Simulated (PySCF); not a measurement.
A species of formula C2HF2N has this rotational fingerprint, computed with PBE0-D3(BJ)/def2-TZVP geometry optimisation, gas phase (PySCF):

- Rotational constants: A = 10142, B = 4573, C = 3360 MHz
- Dipole components: |μa| = 1.47 D, |μb| = 0.00 D, |μc| = 1.76 D
- Inertial defect: -9.95 u·Å²
- κ: -0.64

Task: Which structure is it? (One computed conformer of each.)
A. `[C-]#[N+]C(F)F` (difluoromethyl isocyanide)
B. `N#CC(F)F` (difluoroacetonitrile)

Result: A. It is [C-]#[N+]C(F)F, an asymmetric top, point group Cs. The candidates at the same level (rigid rotor, commonest isotopes):

```csv
SMILES,A (MHz),B (MHz),C (MHz),μa (D),μb (D),μc (D),Δ (u·Å²),point group,rotor
[C-]#[N+]C(F)F,10142,4573,3360,1.47,0.00,1.76,-9.95,Cs,asymmetric top
N#CC(F)F,10026,4122,3101,1.73,0.00,1.76,-10.03,Cs,asymmetric top
```

`N#CC(F)F` has B 10 % too low. In the right answer the mirror of this Cs structure is the ac plane, so μb vanishes by symmetry. No structure here is proved a minimum.
